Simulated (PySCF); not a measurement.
# P2⁻ under other conditions

One physical setting of the base script is moved in each run, with the edits that it forces.

The runs use PySCF 2.14.0; method and basis as typed in the scripts.

1 further run of the same task is left out (it didn't finish).

## (1) Where the work starts

P2⁻: 2 atoms, charge -1, spin multiplicity 2.

Bond lengths: P1–P2 2.107 Å.

## (2) Base script

input.py reads:

```python
from pyscf import gto, dft

mol = gto.M(
    atom='P 0 0 0; P 0 0 2.107',
    basis='jorge-dzp',
    charge=-1,
    spin=1,
    verbose=4,
)
mf = dft.UKS(mol, xc='wb97')
mf.kernel()
mf.dip_moment()
print('orbital energies (hartree):', [e[max(0, n-3):n+3].round(4) for e, n in zip(mf.mo_energy, mol.nelec)])
```

Started as:

```console
> OMP_NUM_THREADS=1 python input.py
```

Its log is not repeated here.

It gives: E(SCF) = -682.662187 Eh, 9 cycles, ⟨S²⟩ = 0.758.

The bond length is a typed value, not an optimised one. The dipole of an ion depends on the origin.

## (3) Quartet

Variant 1 changes spin (2S): 1 → 3.

input.py reads:

```python
from pyscf import gto, dft

mol = gto.M(
    atom='P 0 0 0; P 0 0 2.107',
    basis='jorge-dzp',
    charge=-1,
    spin=3,
    verbose=4,
)
mf = dft.UKS(mol, xc='wb97')
mf.kernel()
mf.dip_moment()
print('orbital energies (hartree):', [e[max(0, n-3):n+3].round(4) for e, n in zip(mf.mo_energy, mol.nelec)])
```

Started as:

```console
> OMP_NUM_THREADS=1 python input.py
```

## (4) PCM, ε = 78.36

Variant 2 changes solvent: none (gas phase) → PCM, ε = 78.36.

Changes to input.py since step 2:

```diff
@@ -1,2 +1,2 @@
-from pyscf import gto, dft
+from pyscf import gto, dft, solvent
 
@@ -10,2 +10,4 @@
 mf = dft.UKS(mol, xc='wb97')
+mf = solvent.PCM(mf)
+mf.with_solvent.eps = 78.36
 mf.kernel()
```

## (5) Bond 3.161 Å

Variant 3 changes bond length: 2.107 Å → 3.161 Å.

Changes to input.py since step 2:

```diff
@@ -3,3 +3,3 @@
 mol = gto.M(
-    atom='P 0 0 0; P 0 0 2.107',
+    atom='P 0 0 0; P 0 0 3.161',
     basis='jorge-dzp',
```

## (6) Bond 0.1 Å

Variant 4 changes bond length: 2.107 Å → 0.1 Å.

Changes to input.py since step 2:

```diff
@@ -3,3 +3,3 @@
 mol = gto.M(
-    atom='P 0 0 0; P 0 0 2.107',
+    atom='P 0 0 0; P 0 0 0.1',
     basis='jorge-dzp',
```

## (7) PCM, ε = 2.27

Variant 5 changes solvent: none (gas phase) → PCM, ε = 2.27.

Changes to input.py since step 2:

```diff
@@ -1,2 +1,2 @@
-from pyscf import gto, dft
+from pyscf import gto, dft, solvent
 
@@ -10,2 +10,4 @@
 mf = dft.UKS(mol, xc='wb97')
+mf = solvent.PCM(mf)
+mf.with_solvent.eps = 2.27
 mf.kernel()
```

Before running it: what results should come out? Wanted: for each run, E(SCF); from base; gap, α spin.

The runs gave:

```
                     run  E(SCF) (hartree)  from base (eV)  cycles  gap, α spin (eV)
                    base       -682.662187               0       9              6.35
                 quartet       -682.614201         +1.3057       9             10.38
          PCM, ε = 78.36       -682.757334         -2.5891       9              6.48
            bond 3.161 Å       -682.447901         +5.8310       9              4.98
bond 0.1 Å (poor choice)        -41.100828     +17457.7739      10              8.69
           PCM, ε = 2.27       -682.716017         -1.4648       9              6.43
```

**Reading.** The largest comparable shift of the SCF energy, +17457.774 eV, comes with the run “bond 0.1 Å”. The quartet solution found lies 1.31 eV above the base doublet at this geometry and level. A continuum solvent with ε = 78.36 lowers the energy by 2.589 eV, a large gain because the system is charged. A continuum solvent with ε = 2.27 lowers the energy by 1.465 eV, a large gain because the system is charged. With bond 0.1 Å the frontier gap moves by over 1.5 eV, which can mean another electronic state rather than the bond length alone. Rows marked «poor choice» come from settings spoiled on purpose.
